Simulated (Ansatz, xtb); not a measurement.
## CH7SSi+: which of two isomers lies lower

Structure a is `[SiH3]C[SH2+]`, a singlet and structure b is `C[SH+][SiH3]`, a singlet. Both are isolated ions in the gas phase, relaxed with r2SCAN-D4/def2-SVP, each in the lowest conformer that the search found.

Question: Which of the two would you expect CCSD(T)/def2-TZVP electronic energies to favour?

Answer: Structure b; the calculation gives E(b) − E(a) = −0.830 eV.

The same difference at several levels:

```csv
level,geometry,E(b) − E(a) (eV),departure from the last row (eV),"job, with rough time for the two"
GFN2-xTB,GFN2-xTB,−1.300,−0.470,"optimisation, 0.28 s"
HF/STO-3G,GFN2-xTB,−1.137,−0.307,"single point, 0.22 s"
r2SCAN-D4/def2-SVP//GFN2-xTB,GFN2-xTB,−0.800,+0.030,"single point, 2.9 s"
r2SCAN-D4/def2-SVP,r2SCAN-D4/def2-SVP,−0.805,+0.024,"optimisation, 37 s"
HF/def2-TZVP,r2SCAN-D4/def2-SVP,−0.884,−0.054,part of the CCSD(T) run
MP2/def2-TZVP,r2SCAN-D4/def2-SVP,−0.842,−0.012,part of the CCSD(T) run
CCSD(T)/def2-TZVP,r2SCAN-D4/def2-SVP,−0.830,,"single point, 29 s"
```

As drawn, b has 1 S–Si, 1 C–H in place of 1 C–Si, 1 S–H.

The levels shown agree on the order. The largest departure from CCSD(T)/def2-TZVP is that of GFN2-xTB, 0.470 eV.

With harmonic frequencies from r2SCAN-D4/def2-SVP (ideal gas, rigid rotor, one conformer each, 298.15 K, 1 atm): the zero-point term adds +0.047 eV; ΔH is −0.775 and ΔG −0.793 eV.

The correlated steps freeze 11 core orbitals. Run with Ansatz 0.2.0, xtb 6.7.1; the last row on 2 threads of Arm Neoverse V1 on a shared host.
